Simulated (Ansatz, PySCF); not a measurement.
System: C4H9 (charge -1, singlet). It need not be the lowest isomer of its formula. Whether it binds its extra electron was not tested at this geometry. 
Structure (B3LYP-D3(BJ)/def2-TZVP (Ansatz, a program for electronic structure) minimum search):
```xyz
13

C      0.8148     1.9292    -0.0078
C      0.7163     0.4168    -0.0064
C     -0.6840    -0.2620     0.0061
C     -0.6402    -1.7959     0.0062
H     -1.6353    -2.2561     0.0151
H      0.2975     2.3314     0.8850
H      0.2818     2.3309    -0.8915
H     -0.0959    -2.1657     0.8820
H     -0.1114    -2.1663    -0.8789
H      1.2419     0.0012    -0.8868
H      1.2573     0.0017     0.8648
H     -1.2464     0.0968    -0.8643
H     -1.2309     0.0973     0.8861
```
Charge -1, spin multiplicity 1.

Total electronic energies in hartree. Valence correlation only, unless marked. No spin-orbit coupling. Non-relativistic. 

```
level                           program  energy (Eh)
-----------------------  --------------  -----------
HF/cc-pVTZ                       Ansatz   -156.65269
HF/def2-TZVPD                     PySCF   -156.66155
PBE-D3(BJ)/def2-TZVPD    Ansatz + dftd3   -157.60915
PBE0/6-31G*                      Ansatz   -157.53769
PBE0/def2-SVP                    Ansatz   -157.43934
TPSSh-D3(BJ)/def2-TZVPD   PySCF + dftd3   -157.85426
r2SCAN0-D4/def2-TZVPD    Ansatz + dftd4   -157.71247
HSE06-D4/def2-TZVPD      Ansatz + dftd4   -157.62360
B2PLYP/def2-TZVPD                Ansatz   -157.66442
RI-MP2/cc-pVQZ                   Ansatz   -157.44503
SCS-MP2/6-31G*                   Ansatz   -157.10882
CCSD/STO-3G                      Ansatz   -154.85182
CCSD(T)/6-31G                    Ansatz   -156.94626
CCSD(T)/6-31G*                   Ansatz   -157.18018
```

Totals of different functionals don't rank their quality; only differences between species are comparable.
